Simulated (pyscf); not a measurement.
H₃C–CH₂–SiH₂• + hydrogen (H₂) → H₃C–CH₂–SiH₃ + H atom (H•) (hydrogen abstraction; doublet surface; H–H broken, H–Si formed). Optimised with ωB97X-D3(BJ)/def2-SVP in PySCF. Energies in kJ/mol from the separated reactants.

```
level                   barrier  reaction energy
----------------------  -------  ---------------
ωB97X-D3(BJ)/def2-TZVP     62.9            +43.4
r²SCAN/def2-TZVP              …                …
B3LYP-D3(BJ)/def2-TZVP     60.5            +60.1
PBE0-D3(BJ)/def2-TZVP         …            +50.0
M06-2X/def2-TZVP           80.1            +58.1
ωB97M-D3(BJ)/def2-TZVP     64.1            +44.3
```

Task: What belongs in the gaps?

Result: 
- r²SCAN/def2-TZVP, barrier: 57.7
- r²SCAN/def2-TZVP, reaction energy: +62.1
- PBE0-D3(BJ)/def2-TZVP, barrier: 57.0

At r²SCAN this geometry lies under the product side: in single points on another level's saddle the reverse barrier vanishes, and the forward threshold there is about the reaction energy. H₃C–CH₂–SiH₂• lies 48.9 kJ/mol over its isomer H₃C–SiH•–CH₃, and others may lie lower still (electronic energy, ωB97M-D3(BJ)). H₃C–CH₂–SiH₃ lies 53.6 kJ/mol over its isomer H₃C–SiH₂–CH₃, and others may lie lower still (electronic energy, ωB97M-D3(BJ)). This is the saddle that the search found; another between the same sides may lie lower. The angle at the transferred H is 177°.
